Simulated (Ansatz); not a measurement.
**SiCl (quartet): wave-function methods side by side, def2-QZVPP**

One table from this session's results is given with a row withheld; the runs are named, their logs left out.

The runs use Ansatz 0.2.0, Gaussian basis; def2-QZVPP, core rule «outside noble gas», up to 10 orbitals frozen.

Plan: UHF; ROHF; CCSD(T) on UHF.

2 further runs of the same task are left out: 2 set aside as unsound or not needed.

## What is computed

The geometry is a PBE0/def2-TZVP stationary point (not a proven minimum) of the parent state, kept for this charge and spin.

2 atoms, charge 0, spin multiplicity 4.

Atoms are counted from 1 here; the program's logs count them from 0.

Bond lengths: Si1–Cl2 2.067 Å.

Set-up of the first run:

File in.yaml:

```yaml
crystal:
  periodic: [false, false, false]
  atoms:
    - {symbol: Si, position_ang: [0.000000, 0.000000, 0.000000]}
    - {symbol: Cl, position_ang: [0.000000, 0.000000, 2.067100]}
basis:
  gaussian: {orbitals: "def2-QZVPP.json"}
magnetization: {spin_polarized: true, initial_magnetization: 3}
hamiltonian: {xc: hf}
output: {orbitals: {seedname: orbitals}}
```

Run with:

```
ansatz run in.yaml --threads 1 --pin off --events-out ev --progress --plain --max-ram 2393MiB
```

Among the steps run: UHF; ROHF; CCSD(T) on UHF.

One of the session's tables, all rows but one given; the rest of the session is left out.

| method | from UCCSD(T) (kcal/mol) |
| --- | --- |
| ROHF | +187.31 |
| UHF | +186.30 |
| UMP2 | ? |
| UCCSD | +8.86 |
| UCCSD(T) | 0 |

**Question.** Estimate the row for UMP2.

As computed: from UCCSD(T) (kcal/mol): +23.73. In the column «from UCCSD(T) (kcal/mol)» it lies between UCCSD (+8.86) and UHF (+186.30).
